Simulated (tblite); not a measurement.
Record of a relaxation.

C4H5O (doublet state).
Bonds: O1–C2 (double), C2–C3, C3–C4, C4–C5, C3–C5. Hydrogens: H6 on C3; H7, H8 on C4; H9, H10 on C5.
Bond orders are those of one Lewis drawing.

Computed with GFN2-xTB (tblite), gas phase: L-BFGS steps from a force-field or distance-geometry start until the largest atomic force falls under 0.01 eV/Å. 9 of its 30 geometries are shown.

Step 0: E = -409.4291 eV, largest atomic force 2.898 eV/Å
```
atom  x, y, z in Å  |  force x, y, z in eV/Å
O1      1.862   -0.746   -0.933    0.341  -1.131   1.999
C2      1.499   -0.978    0.213   -0.396   1.489  -2.454
C3      0.268   -0.317    0.681   -0.101  -0.129   0.455
C4     -0.142    0.970   -0.059    0.135  -0.281   0.745
C5     -0.866   -0.334   -0.315   -0.636   0.519  -0.324
H6     -0.059   -0.366    1.726    0.508  -0.228  -0.380
H7      0.599    1.343   -0.794   -0.867  -0.288   0.547
H8     -0.564    1.717    0.648    0.196  -0.487  -0.970
H9     -0.709   -0.786   -1.318   -0.124   0.281   1.012
H10    -1.879   -0.498    0.128    0.944   0.255  -0.628
```

Step 4: E = -409.7279 eV, largest atomic force 0.529 eV/Å
```
atom  x, y, z in Å  |  force x, y, z in eV/Å
O1      1.926   -0.799   -0.922    0.169  -0.306   0.347
C2      1.460   -0.922    0.177    0.414  -0.044  -0.326
C3      0.252   -0.320    0.682    0.065  -0.053  -0.029
C4     -0.139    0.953   -0.025   -0.191   0.189   0.015
C5     -0.880   -0.295   -0.320   -0.132  -0.025   0.043
H6     -0.025   -0.390    1.721    0.228  -0.258   0.109
H7      0.547    1.325   -0.764    0.039   0.036  -0.146
H8     -0.567    1.706    0.601   -0.305   0.315   0.079
H9     -0.714   -0.774   -1.269    0.055  -0.023  -0.090
H10    -1.851   -0.480    0.097   -0.343   0.168  -0.002
```

Step 7: E = -409.7971 eV, largest atomic force 0.278 eV/Å
```
atom  x, y, z in Å  |  force x, y, z in eV/Å
O1      2.005   -0.869   -0.911   -0.042  -0.030   0.065
C2      1.486   -0.909    0.165   -0.008  -0.064   0.270
C3      0.253   -0.324    0.672    0.140   0.126  -0.085
C4     -0.165    0.971   -0.010   -0.033  -0.074  -0.039
C5     -0.902   -0.280   -0.312    0.011  -0.111   0.063
H6      0.034   -0.446    1.730    0.104  -0.044  -0.234
H7      0.520    1.322   -0.767   -0.039   0.137  -0.001
H8     -0.618    1.749    0.588   -0.013  -0.091  -0.004
H9     -0.711   -0.768   -1.257   -0.106   0.088  -0.050
H10    -1.894   -0.442    0.080   -0.015   0.063   0.014
```

Step 11: E = -409.8115 eV, largest atomic force 0.130 eV/Å
```
atom  x, y, z in Å  |  force x, y, z in eV/Å
O1      2.016   -0.891   -0.891    0.072  -0.081   0.058
C2      1.497   -0.915    0.186    0.043   0.011  -0.093
C3      0.266   -0.314    0.661   -0.032  -0.085   0.020
C4     -0.172    0.971   -0.016    0.030   0.026  -0.010
C5     -0.902   -0.286   -0.307   -0.004   0.056  -0.071
H6      0.056   -0.460    1.708   -0.056   0.060   0.101
H7      0.506    1.343   -0.768   -0.027   0.079  -0.065
H8     -0.630    1.740    0.586   -0.032  -0.039   0.058
H9     -0.728   -0.755   -1.264   -0.060  -0.006  -0.061
H10    -1.900   -0.428    0.082    0.067  -0.021   0.063
```

Step 14: E = -409.8192 eV, largest atomic force 0.131 eV/Å
```
atom  x, y, z in Å  |  force x, y, z in eV/Å
O1      2.041   -0.923   -0.873    0.069  -0.053  -0.012
C2      1.507   -0.918    0.196   -0.001   0.003  -0.039
C3      0.269   -0.319    0.653    0.044   0.019  -0.030
C4     -0.170    0.973   -0.022   -0.013  -0.007   0.063
C5     -0.901   -0.280   -0.316   -0.036  -0.058   0.007
H6      0.063   -0.457    1.706   -0.079   0.077  -0.053
H7      0.485    1.374   -0.778    0.048  -0.002  -0.039
H8     -0.642    1.720    0.593   -0.024   0.073   0.106
H9     -0.755   -0.744   -1.278    0.029  -0.027  -0.050
H10    -1.887   -0.421    0.095   -0.038  -0.024   0.046
```

Step 18: E = -409.8234 eV, largest atomic force 0.078 eV/Å
```
atom  x, y, z in Å  |  force x, y, z in eV/Å
O1      2.064   -0.947   -0.866   -0.015  -0.014   0.035
C2      1.513   -0.920    0.195    0.018  -0.008  -0.010
C3      0.275   -0.316    0.642   -0.013   0.008  -0.021
C4     -0.174    0.976   -0.019   -0.038   0.027  -0.050
C5     -0.903   -0.282   -0.319    0.008   0.050   0.000
H6      0.052   -0.443    1.694    0.008   0.000  -0.027
H7      0.477    1.384   -0.781   -0.050  -0.023   0.055
H8     -0.646    1.718    0.610    0.056  -0.032  -0.021
H9     -0.764   -0.742   -1.287    0.003   0.034   0.060
H10    -1.885   -0.425    0.108    0.023  -0.041  -0.021
```

Step 22: E = -409.8243 eV, largest atomic force 0.032 eV/Å
```
atom  x, y, z in Å  |  force x, y, z in eV/Å
O1      2.072   -0.959   -0.860    0.000  -0.008  -0.005
C2      1.516   -0.921    0.197   -0.016   0.005   0.010
C3      0.276   -0.315    0.636   -0.002   0.008   0.005
C4     -0.179    0.979   -0.022    0.014  -0.003   0.021
C5     -0.905   -0.278   -0.320   -0.007  -0.017   0.004
H6      0.052   -0.440    1.688    0.006  -0.002   0.005
H7      0.469    1.389   -0.780    0.002   0.012  -0.030
H8     -0.643    1.715    0.615    0.006   0.025   0.016
H9     -0.767   -0.736   -1.286    0.012   0.004  -0.024
H10    -1.883   -0.430    0.110   -0.016  -0.024  -0.001
```

Step 25: E = -409.8246 eV, largest atomic force 0.023 eV/Å
```
atom  x, y, z in Å  |  force x, y, z in eV/Å
O1      2.072   -0.963   -0.859   -0.006  -0.005  -0.001
C2      1.514   -0.921    0.198    0.000  -0.001  -0.003
C3      0.276   -0.314    0.636    0.005   0.006   0.006
C4     -0.179    0.980   -0.021    0.003  -0.003   0.011
C5     -0.906   -0.277   -0.320    0.013  -0.011   0.003
H6      0.053   -0.439    1.687   -0.002   0.005   0.002
H7      0.467    1.391   -0.783   -0.021  -0.009   0.004
H8     -0.639    1.718    0.619    0.002   0.002  -0.005
H9     -0.765   -0.733   -1.288    0.002   0.009  -0.010
H10    -1.884   -0.439    0.109    0.005   0.007  -0.006
```

Step 29: E = -409.8247 eV, largest atomic force 0.009 eV/Å
```
atom  x, y, z in Å  |  force x, y, z in eV/Å
O1      2.072   -0.965   -0.859   -0.004  -0.003  -0.007
C2      1.515   -0.921    0.198    0.004  -0.003   0.006
C3      0.277   -0.313    0.636    0.001  -0.005   0.000
C4     -0.180    0.980   -0.020   -0.004   0.001  -0.003
C5     -0.905   -0.278   -0.319   -0.003   0.006   0.000
H6      0.053   -0.438    1.688    0.000   0.002   0.002
H7      0.462    1.391   -0.784    0.004   0.000  -0.004
H8     -0.638    1.720    0.619   -0.008  -0.003   0.003
H9     -0.764   -0.730   -1.289    0.007   0.004   0.005
H10    -1.883   -0.440    0.107    0.002  -0.001   0.000
```

**Question.** Summarise the path.

**Answer.** The energy falls by 38.17 kJ/mol from step 0 to step 29; nine tenths of that is first reached at step 6. It falls at every step. The largest force goes from 2.898 to 0.009 eV/Å. Among the bonds C5–H10 changes most, from 1.118 to 1.080 Å; the atoms move by 0.130 Å rms after alignment.

**Question.** Follow the three bonds and two angles with the largest change from start to end.

**Answer.** 
```tsv
step	E above end (kJ/mol)	largest force (eV/Å)	C5–H10 (Å)	C4–H8 (Å)	C5–H9 (Å)	O1–C2–C3 (°)	C2–C3–H6 (°)
0	38.17	2.898	1.118	1.112	1.112	117.4	122.2
1	28.11	3.592	1.096	1.094	1.097	121.2	123.8
3	11.05	0.579	1.073	1.073	1.079	125.8	122.2
4	9.34	0.529	1.072	1.069	1.077	127.1	121.7
5	5.53	0.382	1.074	1.069	1.077	130.1	119.9
6	3.62	0.298	1.076	1.074	1.078	131.6	118.7
8	2.13	0.186	1.081	1.083	1.081	131.7	116.9
9	1.74	0.181	1.081	1.083	1.081	131.3	116.2
10	1.49	0.119	1.081	1.081	1.080	131.0	115.7
11	1.28	0.130	1.080	1.079	1.079	130.9	115.3
13	0.76	0.166	1.078	1.075	1.077	131.3	114.7
14	0.54	0.131	1.078	1.076	1.078	131.7	114.6
15	0.41	0.129	1.079	1.078	1.079	132.0	114.7
16	0.32	0.115	1.080	1.080	1.080	132.2	114.9
18	0.13	0.078	1.080	1.081	1.081	132.7	115.3
19	0.08	0.047	1.080	1.080	1.080	132.8	115.3
20	0.06	0.040	1.080	1.079	1.080	132.8	115.2
21	0.05	0.036	1.079	1.079	1.079	132.9	115.2
23	0.03	0.034	1.079	1.079	1.079	132.9	115.0
24	0.02	0.027	1.080	1.079	1.079	132.9	114.9
25	0.01	0.023	1.080	1.080	1.079	133.0	114.9
26	0.01	0.021	1.080	1.080	1.080	133.0	114.9
28	0.00	0.012	1.080	1.079	1.080	133.0	115.0
29	0.00	0.009	1.080	1.079	1.080	133.0	115.0
```

What follows is the cost of the whole relaxation. On one thread, Arm Neoverse V2 (aarch64), shared host with 192 logical CPUs at a one-minute load of 35, this took under 0.1 s of wall time.
